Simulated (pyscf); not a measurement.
H₃C–InH–CH₃ + hydrogen chloride (HCl) → methane (CH₄) + H₃C–InH–Cl (four-centre exchange; singlet surface; C–In, Cl–H broken, C–H, Cl–In formed). PySCF, gas phase, ωB97X-D3(BJ)/def2-SVP geometries. Energies in kJ/mol from the separated reactants.

| level | barrier | reaction energy |
|---|---|---|
| PBE/def2-TZVP | 0.6 | -167.7 |
| r²SCAN/def2-TZVP | -4.3 | -176.2 |
| PBE0-D3(BJ)/def2-TZVP | (withheld) | (withheld) |
| M06-2X/def2-TZVP | 6.1 | -179.6 |
| ωB97M-D3(BJ)/def2-TZVP | 19.9 | -168.3 |
| HF/def2-TZVP | (withheld) | -191.7 |

Fill in the missing entries.


- PBE0-D3(BJ)/def2-TZVP, barrier: 2.2
- PBE0-D3(BJ)/def2-TZVP, reaction energy: -170.1
- HF/def2-TZVP, barrier: 77.9

On the reactant side the descent ends in an adduct with a Cl–In contact, 29.1 kJ/mol under the separated species and 36.2 kJ/mol under the saddle at ωB97X-D3(BJ)/def2-TZVP. On the product side the descent ends in a complex (not fully relaxed), 17.5 kJ/mol under the separated species and 201.2 kJ/mol under the saddle at ωB97X-D3(BJ)/def2-TZVP. At r²SCAN the saddle lies under the separated reactants, which points to a path from their complex (located at ωB97X-D3(BJ) alone). What is counted as formed (Cl–In) is already present as a longer contact in the reactant adduct; forming that adduct is a step of its own. At ωB97X-D3(BJ)/def2-TZVP the barrier from the zero used here is 7.1 kJ/mol. This is the saddle that the search found; another between the same sides may lie lower. Elements past Kr carry the def2 core potentials, without spin-orbit coupling.
